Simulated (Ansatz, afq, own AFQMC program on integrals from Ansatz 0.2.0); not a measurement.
# InH$_{3}$⁺, doublet: AFQMC among the cluster methods

```yaml
atoms:
  - { symbol: In, position_ang: [0.0000, -0.0331, 0.0010] }
  - { symbol: H, position_ang: [0.0000, 4.1108, -0.1206] }
  - { symbol: H, position_ang: [0.0000, -0.2542, -2.9306] }
  - { symbol: H, position_ang: [0.0000, -0.0852, 2.9402] }
```

Basis def2-SVP with its core potentials. Only valence electrons are correlated. AFQMC by an in-house program on the Cholesky factors that Ansatz 0.2.0 writes for its CCSD(T) run. ph-AFQMC/CISD is guided by a CISD state made of CCSD amplitudes; releasing the constraint for a short imaginary time cuts its bias at the price of noise, slowly where states lie close. ± is one standard error of the sampling. No spin–orbit coupling.

Determinant: ROHF, the one that the program's search chose, which needn't be the lowest solution. The geometry is a point of a scan.

Full CI on the same integrals is exact in this basis and with this determinant's frozen core.

Cautions: no spin-orbit coupling; inner d shell frozen; a spin-contaminated unrestricted determinant lies lower (UHF 7.24 eV lower, ⟨S²⟩ 1.76); the search met a lower determinant of the same kind, perhaps of another symmetry (3.00 eV lower); strong correlation (T1 0.055, weight of the determinant 0.41, largest double 1.12); the CCSD(T) amplitudes may be one of several solutions (largest double 1.12); the CCSDT(Q) amplitudes may be one of several solutions (largest double 1.14); the CCSDTQ amplitudes may be one of several solutions (largest double 1.14); the next higher spin lies close (full CI puts it 52 meV above).

The T1 diagnostic is 0.0554. The weight of the determinant in the CISD state is 0.411 and the size of the correlated space is 5 electrons in 32 orbitals.

| level | correlation energy (eV) |
| --- | --- |
| MP2 | -11.1277 |
| CCSD | -8.1239 |
| CCSD(T) | -8.2116 |

(1) Estimate where full CI lies against CCSD(T) on the same integrals.

(1) 5.6 kJ/mol above CCSD(T).

Reference: full CI, correlation energy -8.153 eV. The released energy is read at 2.40 1/Eh (meV from the phaseless value at times in 1/Eh: -8 ± 9 at 0.24, 1 ± 6 at 0.51, 7 ± 6 at 0.99, -1 ± 7 at 1.62, -10 ± 11 at 2.40). The cautions show a poor starting determinant, so the rows tell how each method copes with it here, and full CI is the sure value.

```json
{"level": "CCSD(T)", "E − E(reference) (kJ/mol)": "-5.6", "share of correlation (%)": "100.71"}
{"level": "CCSDT", "E − E(reference) (kJ/mol)": "-1.0", "share of correlation (%)": "100.12"}
{"level": "CCSDT(Q)", "E − E(reference) (kJ/mol)": "0.9", "share of correlation (%)": "99.88"}
{"level": "CCSDTQ", "E − E(reference) (kJ/mol)": "0.0", "share of correlation (%)": "100.00"}
{"level": "ph-AFQMC/CISD", "E − E(reference) (kJ/mol)": "-1.5 ± 0.7", "share of correlation (%)": "100.19"}
{"level": "released AFQMC", "E − E(reference) (kJ/mol)": "-2.5 ± 1.1", "share of correlation (%)": "100.31"}
```

CCSDT and higher add their correlation energy to the determinant of the CCSD(T) run, since their own runs factorise the integrals more tightly (a shift of under 2 meV). A walk keeps the symmetry of its determinant, which the program's search chose and which needn't be the lowest solution, so a lower state of the same spin and another symmetry isn't excluded. Released energies are given only where the last usable release times agree within the noise; a slower fall can still hide under it.
